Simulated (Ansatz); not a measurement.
Setting up COF2 (carbonyl fluoride) in Ansatz

COF2: 4 atoms, total charge 0, spin state singlet. SMILES: `O=C(F)F`. The coordinates come from a GFN2-xTB relaxation.

```jsonl
{"atom": "O", "x (Å)": "-1.2438", "y (Å)": "-0.1573", "z (Å)": "0.1539"}
{"atom": "C", "x (Å)": "-0.1025", "y (Å)": "-0.0132", "z (Å)": "0.0129"}
{"atom": "F", "x (Å)": "0.8510", "y (Å)": "-0.8234", "z (Å)": "0.4225"}
{"atom": "F", "x (Å)": "0.4953", "y (Å)": "0.9939", "z (Å)": "-0.5893"}
```

Settings wanted:

- basis set: STO-3G
- task: energy
- method: DFT
- functional: PBE
- reference: RKS
- relativity: none
- accuracy: high

Problem. Write the Ansatz 0.2.0 input and the command.

Solution. One that was run (others would do as well):

run.yaml:
```yaml
crystal:
  periodic: [false, false, false]
  atoms:
    - {symbol: O, position_ang: [-1.243810, -0.157330, 0.153910]}
    - {symbol: C, position_ang: [-0.102510, -0.013170, 0.012900]}
    - {symbol: F, position_ang: [0.851050, -0.823360, 0.422470]}
    - {symbol: F, position_ang: [0.495270, 0.993860, -0.589280]}
basis:
  gaussian:
    orbitals: STO-3G
hamiltonian:
  xc: {name: PBE}
accuracy: high
```

```bash
$ ansatz run run.yaml --threads 1 --pin off --max-ram 2610MiB --events-out events.jsonl --progress --plain --runs-dir runs
```

Calculated total energy: -308.27128 Eh.
